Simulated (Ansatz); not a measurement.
## Relaxing Li₂Sn

Method: DFT PBE, scalar-relativistic, plane waves, PAW in Ansatz.

Li₂Sn was placed on the ThSi2 structure type (I4_1/amd, No. 141), with Sn in place of Th, Li in place of Si, at a guessed volume.

The final relaxation ran on this input, with the default PAW datasets:

```yaml
crystal:
  lattice:
    - [-1.6953532093, 1.6953532093, 11.3686585046]
    - [1.6953532093, -1.6953532093, 11.3686585046]
    - [1.6953532093, 1.6953532093, -11.3686585046]
  atoms:
    - { symbol: Li, position: [0.4283602696, 0.4283602696, 0.0] }
    - { symbol: Li, position: [0.1783602696, 0.6783602696, 0.5] }
    - { symbol: Li, position: [0.3216397304, 0.8216397304, 0.5] }
    - { symbol: Li, position: [0.5716397304, 0.5716397304, 0.0] }
    - { symbol: Sn, position: [0.0, 0.0, 0.0] }
    - { symbol: Sn, position: [0.75, 0.25, 0.5] }
basis:
  ecutwfc: 420
kpoints:
  mp_grid: { grid: [16, 16, 16] }
hamiltonian:
  xc: pbe
scf:
  occupations: { method: gaussian, width: 0.1 }
output:
  forces: true
  stress: true
  eigenvalues: true
relax:
  adjacent_minimum: "off"
  f_tol: 0.01
  max_steps: 80
  cell: { stress_tol: 0.05 }
```

Launched as:

```bash
ansatz run input.yaml --threads 1 --pin off --max-ram 2560MiB --backend cpu --events-out ev --progress --plain --runs-dir out
```

The run took 16 min on 1 thread of Arm Neoverse N1, on a shared host, peak memory 1.1 GiB.

The program printed at the end:

```
SCF converged after 6 iterations
Free energy (F): -12868.549015 eV
Harris-Foulkes:  -12868.549015 eV  (|F-HF|=1.27e-11)
Internal energy: -12868.539797 eV  (E = F + TS)
E sigma→0 (E₀):  -12868.544406 eV
Entropy (-TS):   -0.009218 eV (-1.536 meV/atom)
Fermi energy:    5.125517 eV
--- Per-component energies (eV) ---
  E_band       = -635.792100
  E_kinetic    = 460.281520
  E_local      = -3438.039690  (includes V_loc(G=0)·N_el)
  E_nonlocal   = -197.629813
  E_hartree    = 1774.427552
  E_xc         = -806.864472
  E_vxc        = -246.077042  (∫ρ·V_xc dr)
  E_paw        = -8357.688383  (= ΣΔE_a)
  E_vpaw       = -763.182118  (= ΣTr[D̂ρ^β])
  E_aug_tail   = 0.000056  (compensation charges beyond the density's cutoff)
  E_ewald      = -2303.026567
  E_smearing   = -0.009218  (= −TS)
  E_closure    = 0.000000  (closes the sum)
  Σ components = -12868.549015   (vs F -12868.549015, Δ=0.00e0)
--- Forces (eV/Å), atoms counted from 1 ---
  atom   1  Li     0.00000000     0.00000000     0.00367731
  atom   2  Li     0.00000000     0.00000000     0.00367731
  atom   3  Li     0.00000000     0.00000000    -0.00367731
  atom   4  Li     0.00000000     0.00000000    -0.00367731
  atom   5  Sn     0.00000000     0.00000000     0.00000000
  atom   6  Sn     0.00000000     0.00000000     0.00000000
  max |Σ_I F_I| component: 1.30e-18 eV/Å
--- Stress (GPa, compression-positive) ---
        0.003585       0.000000       0.000000
        0.000000       0.003585       0.000000
        0.000000       0.000000      -0.005120
  P = ⅓ Tr σ = 0.0007 GPa (0.007 kbar)
--- Relaxed structure (6 steps of the walk, 6 accepted, 1 SCFs on fresh bases) ---
  F+E_penalty+E_count = -12868.54901468 eV   max|allowed force component| = 3.677e-3 eV/Å   (the final SCF, on the basis selected at the relaxed cell)
  cell:  # Å, volume = 132.0876 Å³
    - [-1.641518, 1.641518, 12.254925]
    - [1.641518, -1.641518, 12.254925]
    - [1.641518, 1.641518, -12.254925]
  atoms:
    - { symbol: Li, position: [0.428916, 0.428916, 0.000000] }
    - { symbol: Li, position: [0.178916, 0.678916, 0.500000] }
    - { symbol: Li, position: [0.321084, 0.821084, 0.500000] }
    - { symbol: Li, position: [0.571084, 0.571084, 0.000000] }
    - { symbol: Sn, position: [0.000000, 0.000000, 0.000000] }
    - { symbol: Sn, position: [0.750000, 0.250000, 0.500000] }
```

Total energies depend on the potentials used, so only differences within one code and one set of settings carry meaning.

The result has space group I4_1/amd (No. 141). Li is coordinated by 4 Sn at 2.90 Å, 6 Li at 3.11–3.28 Å and 1 Li at 3.48 Å; Sn is coordinated by 8 Li at 2.90 Å and 4 Sn at 3.28 Å.

Against the elements it lies at -0.23 eV/atom. The zero of energy is the elements' standard structures at the same level; no fitted shifts are applied.

The k mesh leaves about 4 meV/atom of noise in metals.

A structure relaxed within its symmetry needn't be a true minimum.